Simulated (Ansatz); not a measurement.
# CS2: one species, many methods

An exercise on one series of results from a longer session: the logs are not shown, and one member is left open.

Program: Ansatz 0.2.0, Gaussian basis. Level of theory: functionals in def2-TZVPP, the program's frozen cores in correlated methods. These are calculated values, not measurements.

Plan: LDA (SPW92), PBE-D4, revPBE-D4, BLYP-D4, r2SCAN-D4, B97M-V, PBE0-D4, B3LYP-D4, r2SCANh-D4, r2SCAN0-D4, HSE06-D4, BHLYP-D4, CAM-B3LYP-D4, LC-ωPBE, ωB97X-V, ωB97M-V, B2PLYP, PBE-QIDH; CCSD(T)/def2-SVP; CCSD(T)/def2-TZVPP; CCSD(T)/def2-QZVPP; extrapolation to the limit; RPA on PBE.

### The relaxed structure

An earlier PBE0-D4 in a triple-zeta def2 set relaxation fixed the geometry.

SMILES `S=C=S`, 3 atoms, charge 0, spin multiplicity 1.

Atoms are counted from 1 here; the program's logs count them from 0.

Bond lengths: S1–C2 1.548 Å, C2–S3 1.548 Å. Angles: S1–C2–S3 180.0°.

Geometry (Å):

```mol
CS2
  3D, bonds by distance, orders not assigned

  3  2  0  0  0  0  0  0  0  0999 V2000
    1.3570   -0.1560    0.7291 S   0  0
   -0.0000   -0.0000   -0.0000 C   0  0
   -1.3570    0.1560   -0.7291 S   0  0
  1  2  8  0
  2  3  8  0
M  END
```

Set-up of the first run:

Input file in.yaml:

```yaml
crystal:
  periodic: [false, false, false]
  atoms:
    - {symbol: S, position_ang: [1.356962, -0.155991, 0.729108]}
    - {symbol: C, position_ang: [-0.000000, -0.000001, -0.000000]}
    - {symbol: S, position_ang: [-1.356962, 0.155983, -0.729108]}
basis:
  gaussian: {orbitals: def2-TZVPP}
hamiltonian: {xc: lda}
output: {orbitals: {seedname: orbitals}}
```

Run with:

```console
$ ansatz run in.yaml --threads 2 --pin off --events-out ev --progress --plain --max-ram 32768MiB --backend cuda --devices 0, --max-vram 18GiB
```

Among the steps run: LDA; PBE-D4 (GGA); revPBE-D4 (GGA); BLYP-D4 (GGA); r2SCAN-D4 (meta-GGA); B97M-V (meta-GGA); PBE0-D4 (hybrid); B3LYP-D4 (hybrid); r2SCANh-D4 (hybrid); r2SCAN0-D4 (hybrid); HSE06-D4 (hybrid); BHLYP-D4 (hybrid); CAM-B3LYP-D4 (range-separated); LC-ωPBE (range-separated); ωB97X-V (range-separated); ωB97M-V (range-separated); B2PLYP (double hybrid); PBE-QIDH (double hybrid).

One table of the session follows, with a row left open; its other results are not shown here.

It belongs to the step «Frontier levels by functional». 

| functional | HOMO (eV) | LUMO (eV) | gap (eV) |
| --- | --- | --- | --- |
| LDA (SPW92) | -6.90 | -2.93 | 3.98 |
| PBE-D4 | -6.77 | -2.75 | 4.01 |
| revPBE-D4 | -6.72 | -2.69 | 4.03 |
| BLYP-D4 | -6.57 | -2.60 | 3.97 |
| r2SCAN-D4 | -7.03 | -2.65 | 4.38 |
| B97M-V | -7.04 | -2.58 | 4.46 |
| PBE0-D4 | -7.82 | -1.97 | 5.86 |
| B3LYP-D4 | -7.58 | -2.14 | 5.44 |
| r2SCANh-D4 | -7.41 | -2.35 | 5.06 |
| r2SCAN0-D4 | -8.00 | -1.90 | 6.09 |
| HSE06-D4 | ? | ? | ? |
| BHLYP-D4 | -8.70 | -1.01 | 7.69 |
| CAM-B3LYP-D4 | -8.97 | -0.89 | 8.08 |
| LC-ωPBE | -10.25 | 0.11 | 10.36 |
| ωB97X-V | -9.92 | 0.11 | 10.03 |
| ωB97M-V | -9.73 | 0.13 | 9.86 |

Q: Estimate the row for HSE06-D4 from the others.

The run gave: HOMO (eV): -7.44; LUMO (eV): -2.34; gap (eV): 5.10. In the column «HOMO (eV)» it lies between B3LYP-D4 (-7.58) and r2SCANh-D4 (-7.41).
